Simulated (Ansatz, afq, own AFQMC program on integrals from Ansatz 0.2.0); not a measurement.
# Where AFQMC and coupled cluster stand for NH$_{3}$⁻, doublet

```
atom    x (Å)    y (Å)    z (Å)
   N   0.0020   0.0026  -0.0714
   H   0.9311  -0.0026   0.3573
   H  -0.4883   0.7975   0.3467
   H  -0.4704  -0.8308   0.2884
```

Basis aug-cc-pVDZ. Noble-gas cores (and the filled d shells of Ga–Kr and In–Xe) are frozen. Ansatz 0.2.0 and our own AFQMC program on the same integrals; the CISD trial comes from CCSD amplitudes, and released means the phaseless constraint is let go. ± is one standard error of the sampling.

Determinant: ROHF, the one that the program's search chose, which needn't be the lowest solution. The geometry is a PBE0/def2-TZVPD stationary point of this or a neighbouring charge and spin state.

No full CI on the walks' own integrals is used here; CCSDT(Q) serves as the reference and is uncertain by about the last step of the cluster series.

The T1 diagnostic is 0.0187 and the weight of the determinant in the CISD state is 0.919. The size of the correlated space is 9 electrons in 49 orbitals.

Reference: CCSDT(Q), correlation energy -6.252 eV. The released energy is read at 2.40 1/Eh (meV from the phaseless value at times in 1/Eh: 0 ± 3 at 0.24, -0.9 ± 2.5 at 0.51, -7.3 ± 2.3 at 0.99, -5 ± 3 at 1.62, -6 ± 3 at 2.40).

```
         level  E − E(reference) (kJ/mol)  share of correlation (%)
            HF                      603.2                      0.00
           MP2                       59.6                     90.11
          CCSD                       19.2                     96.82
       CCSD(T)                        2.2                     99.64
         CCSDT                        1.1                     99.81
   ph-AFQMC/HF                 -4.0 ± 2.1                    100.67
 ph-AFQMC/CISD                  0.4 ± 0.4                     99.93
released AFQMC                 -0.2 ± 0.3                    100.03
```

A walk keeps the symmetry of its determinant, which the program's search chose and which needn't be the lowest solution, so a lower state of the same spin and another symmetry isn't excluded. Released energies are given only where the last usable release times agree within the noise; a slower fall can still hide under it.
